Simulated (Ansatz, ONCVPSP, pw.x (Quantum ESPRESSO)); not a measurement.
What a changed setting does to a pw.x run (fcc Pd)

Potential: optimised norm-conserving Vanderbilt (ONCV), ONCVPSP 4.0.1, PBEsol; core [Ar] 3d10, reference 4s2 4p6 4d9; waves: 4s: rc 1.50 bohr, ncon 3, nbas 7, qcut 10.5 1/bohr, 2 projectors, debl 2.3 Ha; 4p: rc 1.60 bohr, ncon 4, nbas 8, qcut 8.8 1/bohr, 2 projectors, debl 3.9 Ha; 4d: rc 1.30 bohr, ncon 3, nbas 8, qcut 8.8 1/bohr, 2 projectors, debl 3 Ha; local part: polynomial inside 1.00 bohr (lpopt 4, dvloc0 0 Ha); core correction: none. In the s channel the program set the typed energies aside and used -3.550, 0.250 Ha.

The reference run (k-mesh 15³, cutoffs 95/380 Ry, Fermi–Dirac 0.01 Ry, mixing_beta 0.4, conv_thr 1e-9, no spin) gives -0.94 GPa at 14.628 Å³/atom, where all-electron LAPW gives -0.59 GPa. This run, with its own iteration cap, changes degauss to 0.002.

```
&control
  calculation='scf', prefix='x', pseudo_dir='./', outdir='./tmp', tstress=.true., disk_io='none'
/
&system
  ibrav=0, nat=1, ntyp=1, ecutwfc=95, ecutrho=380, nbnd=17,
  occupations='smearing', smearing='fd', degauss=0.002
/
&electrons
  conv_thr=1e-09, mixing_beta=0.4, electron_maxstep=60
/
ATOMIC_SPECIES
Pd 1.0 Pd.UPF
CELL_PARAMETERS angstrom
  0.00000000 1.94111673 1.94111673
  1.94111673 0.00000000 1.94111673
  1.94111673 1.94111673 0.00000000
ATOMIC_POSITIONS crystal
Pd 0.0000 0.0000 0.0000
K_POINTS automatic
15 15 15 0 0 0
```

```bash
pw.x < Pd.scf.in > Pd.scf.out
```

Task: How does the run end?

Result: It converges in 9 iterations; the free energy moves by +54.1 meV/atom and the pressure by -0.75 GPa. In a metal, with Fermi–Dirac smearing, F lies below its zero-width value by a term in the square of the width.

```
Message from routine setup:
     using ibrav=0 with symmetry is DISCOURAGED, use correct ibrav instead
     lattice parameter (alat)  =       5.1876  a.u.
     unit-cell volume          =      98.7146 (a.u.)^3
     number of electrons       =        18.00
     number of Kohn-Sham states=           17
     kinetic-energy cutoff     =      95.0000  Ry
     charge density cutoff     =     380.0000  Ry
     scf convergence threshold =      1.0E-09
     Exchange-correlation= PBESOL
     number of k points=   120  Fermi-Dirac smearing, width (Ry)=  0.0020
     iteration #  1     ecut=    95.00 Ry     beta= 0.40
     total energy              =    -255.55101524 Ry
     estimated scf accuracy    <       2.86897451 Ry
     iteration #  2     ecut=    95.00 Ry     beta= 0.40
     total energy              =    -256.15420204 Ry
     estimated scf accuracy    <       0.01742512 Ry
     iteration #  3     ecut=    95.00 Ry     beta= 0.40
     total energy              =    -256.15701539 Ry
     estimated scf accuracy    <       0.00186380 Ry
     [... 3 iterations left out ...]
     iteration #  7     ecut=    95.00 Ry     beta= 0.40
     total energy              =    -256.15719996 Ry
     estimated scf accuracy    <       0.00000005 Ry
     iteration #  8     ecut=    95.00 Ry     beta= 0.40
     total energy              =    -256.15719997 Ry
     estimated scf accuracy    <       0.00000002 Ry
     iteration #  9     ecut=    95.00 Ry     beta= 0.40
     the Fermi energy is    19.8374 ev
!    total energy              =    -256.15719997 Ry
     estimated scf accuracy    <          6.4E-11 Ry
     smearing contrib. (-TS)   =      -0.00035380 Ry
     The total energy is F=E-TS. E is the sum of the following terms:
     one-electron contribution =     -80.03486574 Ry
     hartree contribution      =      51.42018943 Ry
     xc contribution           =     -25.05814254 Ry
     ewald contribution        =    -202.48402733 Ry
     convergence has been achieved in   9 iterations
          total   stress  (Ry/bohr**3)                   (kbar)     P=      -16.92
     Message from routine punch:
     Nothing written, as per user request (disk_io='none')
```

The run took about 23 s on one core of a shared server CPU.
